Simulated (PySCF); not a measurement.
# BH (SMILES [BH]): wB97X/def2-TZVPPD

Aim: the vertical singlet–triplet gap of BH at wB97X/def2-TZVPPD, from 2 runs. The job is set up through a Python script.

The results are computed with PySCF 2.14.0.

3 further runs of the same task are left out: 1 that didn't finish, 2 set aside as unsound or not needed.

### 1 The structure to begin with

BH: 2 atoms, total charge 0, spin state singlet. SMILES: `[BH]`. The bond length is the measured one.

Bond lengths: B1–H2 1.232 Å.

### 2 A single-point energy at wB97X/def2-TZVPPD

File run.py:

```python
from pyscf import gto, dft

mol = gto.Mole()
mol.atom = [
    ('B', (0.000000, 0.000000, 0.000000)),
    ('H', (0.000000, 0.000000, 1.232400)),
]
mol.basis = 'def2-tzvppd'
mol.verbose = 3
mol.max_memory = 1860
mol.build()

mf = dft.RKS(mol)
mf.xc = 'wb97x'
mf.grids.level = 5
mf.conv_tol = 1e-10
mf.kernel()
if not mf.converged:
    mf = mf.newton().run(mf.mo_coeff, mf.mo_occ)

energy = mf.e_tot
print('E(%s) = %.9f' % ('WB97X', energy))
```

On the command line:

```bash
OMP_NUM_THREADS=1 python run.py
```

What it wrote:

```text
converged SCF energy = -25.2852450471742
E(WB97X) = -25.285245047
```

Wall time 3.9 s (1 thread of Arm Neoverse N1, shared host); peak memory 0.26 GiB.

### 3 The triplet at the same level

File job.py:

```python
from pyscf import gto, dft

mol = gto.Mole()
mol.atom = '''
B      0.000000     0.000000     0.000000
H      0.000000     0.000000     1.232400
'''
mol.verbose = 3
mol.spin = 2
mol.max_memory = 1860
mol.basis = 'def2-tzvppd'
mol.charge = 0
mol.build()

mf = dft.UKS(mol, xc='wb97x')
mf.grids.level = 5
mf.conv_tol = 1e-10
mf.kernel()
if not mf.converged:
    mf = mf.newton().run(mf.mo_coeff, mf.mo_occ)

etot = mf.e_tot
print(f'total energy: {etot:.8f} hartree')
```

On the command line:

```bash
OMP_NUM_THREADS=1 python job.py
```

What it wrote:

```text
WARN: HOMO -0.0350196359852308 >= LUMO -0.197561585219365

converged SCF energy = -25.2427059265352  <S^2> = 2.001905  2S+1 = 3.0012697
total energy: -25.24270593 hartree
```

Run time: 6.3 s. Hardware: 1 thread of Arm Neoverse N1, shared host; peak memory 0.27 GiB.

### 4 What came out

Level: wB97X/def2-TZVPPD.

| quantity | value |
| --- | --- |
| singlet: total energy | -25.28525 Eh |
| singlet: dipole moment | 1.68 D |
| singlet: HOMO energy | -9.11 eV |
| singlet: LUMO energy | 0.02 eV |
| singlet: HOMO–LUMO gap | 9.13 eV |
| triplet: total energy | -25.24271 Eh |
| triplet: dipole moment | 0.27 D |
| triplet: HOMO energy (highest over α and β) | -7.78 eV |
| triplet: LUMO energy (lowest over α and β) | -1.66 eV |
| triplet: ⟨S²⟩ | 2.002 |
| vertical energy of the triplet above the singlet | 1.158 eV |

In words: At this shape the triplet lies 1.16 eV (112 kJ/mol) above the singlet.
